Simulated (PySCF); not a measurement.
# C4H8O: calculation and literature

Cartesian coordinates in Å; atom numbers follow the order of the lines, from 1:
```xyz
13

C    -0.9168    0.4046   -0.3778
C     0.4242    0.9775    0.0669
C     1.3136   -0.2594   -0.0010
O     0.4781   -1.3645    0.2773
C    -0.8782   -0.9713    0.2748
H    -0.9440    0.3078   -1.4757
H    -1.7837    1.0066   -0.0696
H     0.3558    1.3482    1.1027
H     0.7858    1.8028   -0.5633
H     2.1426   -0.2333    0.7260
H     1.7592   -0.3703   -1.0089
H    -1.4740   -1.7255   -0.2647
H    -1.2624   -0.9234    1.3135
```

Measured values that the calculation should reproduce: δ ¹³C C3/C5 67.8; C1/C2 25.7 ppm (measured; solution, C6D6, 298 K; Fulmer et al., Organometallics 2010, 29, 2176).
δ ¹³C C3/C5 68.0; C1/C2 26.2; δ ¹H H10/H11/H12/H13 3.62; H6/H7/H8/H9 1.79 ppm (measured; solution, THF-d8, 298 K; Fulmer et al., Organometallics 2010, 29, 2176). Coupling constants: ¹J(C3,H10) 144.6 Hz, ¹J(C2,H8) 132.2 Hz, ³J(H8,H7) (cis) 8.7 Hz, ³J(H8,H6) (trans) 6.2 Hz, ²J(H10,H11) -8.1 Hz, ²J(H8,H9) -12.0 Hz.

[PySCF 2.14: J: B3LYP/pcJ-1 (without the spin–dipole term); PBE0-D3(BJ)/def2-SVP structure; PBE0/pcSseg-1 with gauge-including orbitals; single conformer; in vacuum; equivalent nuclei averaged; relativity neglected]

Q: What does the calculation give, and how does it compare?

A: 
Reference values: measured (solution, C6D6, 298 K; Fulmer et al., Organometallics 2010, 29, 2176).
| atoms | quantity | reference | computed | computed, scaled |
| --- | --- | --- | --- | --- |
| C3/C5 | δ ¹³C | 67.8 | 69.8 | 66.8 |
| C1/C2 | δ ¹³C | 25.7 | 29.1 | 27.5 |

Reference values: measured (solution, THF-d8, 298 K; Fulmer et al., Organometallics 2010, 29, 2176).
| atoms | quantity | reference | computed | computed, scaled |
| --- | --- | --- | --- | --- |
| C3/C5 | δ ¹³C | 68.0 | 69.8 | 66.8 |
| C1/C2 | δ ¹³C | 26.2 | 29.1 | 27.5 |
| H10/H11/H12/H13 | δ ¹H | 3.62 | 3.75 | 3.77 |
| H6/H7/H8/H9 | δ ¹H | 1.79 | 1.63 | 1.75 |

Computed shifts are σ(ref) − σ with the named reference compound (TMS for H and C) calculated as an isolated molecule at the same level. The measured values may be among those fitted. Empirical linear scaling, fitted to shifts measured mostly in CDCl3 for H and C (δ vs TMS): ¹H: δ = 29.91 − 0.950σ (rms 0.21 ppm, 511 shifts, 0.22 ppm with the 3 outliers that the fit left out); ¹³C: δ = 177.62 − 0.967σ (rms 1.9 ppm, 903 shifts, 2.3 ppm with the 23 outliers that the fit left out). A few per cent of atoms miss by over 2 rms, more outside the fitted compound classes.

Coupling constants in Hz:
```tsv
coupling	reference	computed	source
¹J(C3,H10)	144.6	150.7	measured; liquid or solution; Wu and Cremer, Int. J. Mol. Sci. 2003, 4, 158
¹J(C2,H8)	132.2	137.0	measured; liquid or solution; Wu and Cremer, Int. J. Mol. Sci. 2003, 4, 158
³J(H8,H7) cis	8.7	7.1	measured; liquid or solution; Wu and Cremer, Int. J. Mol. Sci. 2003, 4, 158
³J(H8,H6) trans	6.2	7.7	measured; liquid or solution; Wu and Cremer, Int. J. Mol. Sci. 2003, 4, 158
²J(H10,H11)	-8.1	-9.1	measured; liquid or solution (compiled); DeVience et al., arXiv:2103.01289 (literature column, mostly SDBS)
²J(H8,H9)	-12.0	-13.0	measured; liquid or solution (compiled); DeVience et al., arXiv:2103.01289 (literature column, mostly SDBS)
```

Q: How far are the unscaled ¹³C shifts from the references?

A: Mean signed difference +2.53 ppm, mean absolute 2.53 ppm over 4 comparisons; the largest is +3.4 ppm at C1/C2 (sp3 CH2 in a ring).

Q: How far are the unscaled ¹H shifts from the references?

A: Mean signed difference -0.02 ppm, mean absolute 0.15 ppm over 2 comparisons; the largest is -0.16 ppm at H6/H7/H8/H9 (hydrogen on an sp3 CH2 in a ring).

12 of the 57 published NMR values on file for this molecule are compared. The rest: values from further sources, protons in aromatic solvents.

Unscaled 3J(H,H) at this level run about 10 % above measured values. Vicinal couplings across rotatable single bonds and in flexible rings belong to the one computed conformer; a conformer average would change them.
